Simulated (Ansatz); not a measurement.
## C₂H₃O, SMILES [CH]1CO1: a composite energy at a relaxed geometry, step by step

With Ansatz 0.2.0, Python API.

`c2h3o.xyz`
```text
6

C    -0.79620   -0.29520   -0.22610
C     0.35960    0.32340    0.30140
O     0.05260   -1.06880    0.35140
H    -0.92280   -0.62020   -1.24390
H     1.09730    0.66720   -0.43030
H     0.25150    0.92970    1.20120
```

Run as a notebook:

In [1]:
```python
import itertools

import ansatz as az
from ase.data import atomic_numbers, covalent_radii
import numpy as np
```

In [2]:
```python
BASIS_SET = "def2-SVP"
XC = "b3lyp"
```

In [3]:
```python
molecule = az.Crystal.molecule_from_extxyz("c2h3o.xyz")
```

In [4]:
```python
calc = molecule.calculation()
calc = calc.basis(gaussian=BASIS_SET)
calc = calc.functional(XC).spin("collinear", total=1)
symbols = [site.symbol for site in molecule.cartesian_sites]
start = np.array([site.position_ang for site in molecule.cartesian_sites], dtype=float)
data = calc.relax(force_tolerance=0.01).run(threads=1, backend="cpu").report
end = np.array(data["positions_ang"])
radius = [covalent_radii[atomic_numbers[s]] for s in symbols]
span = lambda where, i, j: np.linalg.norm(where[i] - where[j])
bonded = [(i, j) for i, j in itertools.combinations(range(len(symbols)), 2) if min(span(start, i, j), span(end, i, j)) < 1.2 * (radius[i] + radius[j])]
print("pair        before    after (A)")
for i, j in bonded:
    print(f"{symbols[i]}{i}-{symbols[j]}{j}".ljust(10), f"{span(start, i, j):8.4f} {span(end, i, j):8.4f}")
for first, second in list(itertools.combinations(bonded, 2)):
    shared = set(first) & set(second)
    if shared and symbols[(j := shared.pop())] != "H":
        i, k = sorted((set(first) | set(second)) - {j})
        u, v = end[i] - end[j], end[k] - end[j]
        angle = np.degrees(np.arccos(np.clip(u @ v / np.linalg.norm(u) / np.linalg.norm(v), -1, 1)))
        print(f"final angle {symbols[i]}{i}-{symbols[j]}{j}-{symbols[k]}{k}: {angle:.2f} deg")

minimum = az.Crystal.molecule()
for symbol, place in zip(symbols, end):
    minimum = minimum.atom(symbol, place.tolist())
at_minimum = minimum.calculation().spin("collinear", total=1)
level = lambda method, basis: at_minimum.basis(gaussian=basis).correlation(method).run(threads=1, backend="cpu").report
small, large, cluster = level("mp2", "cc-pVDZ"), level("mp2", "cc-pVTZ"), level("ccsd_t", "cc-pVDZ")
corr = lambda each: (each["free_energy_ev"] - each["reference_energy_ev"]) / 27.211386246
mp2_limit = (27 * corr(large) - 8 * corr(small)) / 19
pieces = {"HF / cc-pVTZ": large["reference_energy_ev"] / 27.211386246, "MP2 correlation, DZ-TZ limit": mp2_limit, "CCSD(T) - MP2 / cc-pVDZ": corr(cluster) - corr(small)}
for name, value in pieces.items():
    print(f"{name:32s} {value:14.6f} Ha")
print(f"{'sum':32s} {sum(pieces.values()):14.6f} Ha")
print("T1 diagnostic", round(cluster["correlation"]["coupled_cluster"]["t1_diagnostic"], 4))
```
```text
pair        before    after (A)
C0-C1        1.4131   1.4530
C0-O2        1.2855   1.3596
C0-H3        1.0759   1.0988
C1-O2        1.4265   1.4612
C1-H4        1.0944   1.0982
C1-H5        1.0904   1.0971
final angle C1-C0-O2: 62.50 deg
final angle C1-C0-H3: 132.41 deg
final angle C0-C1-O2: 55.62 deg
final angle C0-C1-H4: 121.74 deg
final angle C0-C1-H5: 119.74 deg
final angle O2-C0-H3: 122.03 deg
final angle C0-O2-C1: 61.89 deg
final angle O2-C1-H4: 114.00 deg
final angle O2-C1-H5: 115.01 deg
final angle H4-C1-H5: 115.52 deg
HF / cc-pVTZ                        -152.285182 Ha
MP2 correlation, DZ-TZ limit          -0.585574 Ha
CCSD(T) - MP2 / cc-pVDZ               -0.041197 Ha
sum                                 -152.911952 Ha
T1 diagnostic 0.0205
```

Reading the output:
- Total energies depend on the basis set; only differences at equal settings carry meaning.
- The sum leaves out core correlation, relativity, the Hartree-Fock basis error and zero-point energy; a DZ-TZ extrapolation is rough.
- The species is open-shell (spin multiplicity 2).
- b3lyp holds the VWN-RPA fit, as in Gaussian; the form of ORCA and Turbomole is b3lyp5.
- Inner cores stay frozen, so this is valence correlation.
- The whole script took 16 s on 1 thread of Arm Neoverse V2 (shared host), peak memory 0.29 GiB.

(Lines on the test bed's own set-up are left out of the output.)
